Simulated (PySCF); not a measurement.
# MgF−: from the state search to spectroscopic constants

An exercise on one series of results from a longer session: the logs are not shown, and one member is left open.

Computed with PySCF 2.14.0. Level: Mg aug-cc-pVDZ-DK, F aug-cc-pVDZ-DK, spin-free X2C with a Gaussian nucleus.

1 further run of the same task is left out (set aside as unsound or not needed).

The first run:

Settings of the job:

* atoms: Mg, F
* charge: -1
* basis: Mg aug-cc-pVDZ-DK, F aug-cc-pVDZ-DK
* Hamiltonian: spin-free X2C with a Gaussian nucleus
* basis functions: 50
* electrons treated: 22
* masses in u: 23.9850, 18.9984
* levels: PBE0, PBE, r²SCAN, M06, MN15, revPBE, LC-ωPBE, HF, MP2, SCS-MP2, CCSD, CCSD(T)
* grid: 80 radial by 434 angular points
* occupations: held fixed by the projection of orbital angular momentum
* dissociation limit: Mg + F−, each in its ground configuration
* starting distance in angstrom: 2.070
* values of 2S to try: 0, 2

On the command line:

```sh
OMP_NUM_THREADS=1 python dia.py task.json out
```

Among the steps run: Input; First curve: PBE0; PBE (GGA); r²SCAN (meta-GGA); M06; MN15 (hybrid meta-GGA); revPBE; LC-ωPBE (range-separated hybrid); RHF; Correlated methods on the Hartree–Fock reference.

One of the session's tables, all rows but one given; the rest of the session is left out.

| level | Re (Å) | ωe (cm⁻¹) | De (eV) |
| --- | --- | --- | --- |
| RHF | 1.816 | 609 | 2.61 |
| RHF-MP2 | 1.856 | 553 | 2.45 |
| RHF-SCS-MP2 | 1.854 | 554 | 2.43 |
| RHF-CCSD | 1.847 | 564 | 2.49 |
| RHF-CCSD(T) | 1.851 | 558 | 2.50 |
| PBE | ? | ? | ? |
| revPBE | 1.880 | 516 | 2.29 |
| r²SCAN | 1.839 | 570 | 2.63 |
| PBE0 | 1.843 | 560 | 2.50 |
| M06 | 1.843 | 556 | 2.51 |
| MN15 | 1.845 | 556 | 2.52 |
| LC-ωPBE | 1.850 | 554 | 2.46 |

**Question.** Estimate the row for PBE.

The run gave: Re (Å): 1.867; ωe (cm⁻¹): 529; De (eV): 2.39. In the column «Re (Å)» it lies between RHF-MP2 (1.856) and revPBE (1.880).
